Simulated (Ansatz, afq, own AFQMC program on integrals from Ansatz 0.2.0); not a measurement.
**Where AFQMC and coupled cluster stand for TiSiH3OF2, doublet**

```yaml
atoms:
  - { symbol: F, position_ang: [-1.9134, -0.8490, -2.2293] }
  - { symbol: Ti, position_ang: [-1.6687, -0.1624, -0.6267] }
  - { symbol: F, position_ang: [-3.0299, 0.0568, 0.4685] }
  - { symbol: O, position_ang: [-0.0244, 0.3074, -0.1038] }
  - { symbol: Si, position_ang: [1.5103, 0.7452, 0.3802] }
  - { symbol: H, position_ang: [2.0610, -0.3065, 1.2848] }
  - { symbol: H, position_ang: [1.4533, 2.0466, 1.1086] }
  - { symbol: H, position_ang: [2.3955, 0.8857, -0.8133] }
```

Basis def2-SVP. Noble-gas cores (and the filled d shells of Ga–Kr and In–Xe) are frozen. Ansatz 0.2.0 and our own AFQMC program on the same integrals; the CISD trial comes from CCSD amplitudes, and released means the phaseless constraint is let go. Error bars are statistical, one sigma. The metal's outer-core s and p shells are frozen, which shifts wave-function levels against functionals.

Determinant: UHF, the one that the program's search chose, which needn't be the lowest solution. The geometry is a PBE0/def2-SVP stationary point of this or a neighbouring charge and spin state.

No full CI on the walks' own integrals is used here. The released AFQMC energy serves as the reference, which it does only where one determinant dominates, the energy is flat over the last release times and near the phaseless one (40 meV or 2 meV an electron, half that with transition metals). On small molecules, where full CI could be run and the noise was under 10 meV, such values lay within 10 meV of it in 19 cases of 20, a flattering rate, since the rule was set on those same cases; what remains of the bias isn't in the error bar.

Cautions: no relativity below Rb; outer-core shells of the metal frozen; the released value is read at 0.80 1/Eh with a noise of 17 meV, more than in the cases checked, later times being too noisy (meV from the phaseless value at times in 1/Eh: -23 ± 10 at 0.24, -11 ± 9 at 0.48, -16 ± 17 at 0.80, -19 ± 20 at 1.20); released reference can be 30 meV off for metals.

```
T1 diagnostic                               : 0.0230
weight of the determinant in the CISD state : 0.789
⟨S²⟩ of the determinant                     : 0.754
size of the correlated space                : 31 electrons in 89 orbitals
```

Reference: AFQMC with the constraint released, correlation energy -21.546 ± 0.017 eV.

```
        level  E − E(reference) (kcal/mol)  share of correlation (%)
           HF                496.86 ± 0.40                      0.00
          MP2                 30.86 ± 0.40                     93.79
         CCSD                 15.18 ± 0.40                     96.94
      CCSD(T)                  2.66 ± 0.40                     99.46
  ph-AFQMC/HF                 -8.92 ± 1.13                    101.79
ph-AFQMC/CISD                  0.36 ± 0.45                     99.93
```

Released energies are given only where the last usable release times agree within the noise; a slower fall can still hide under it.
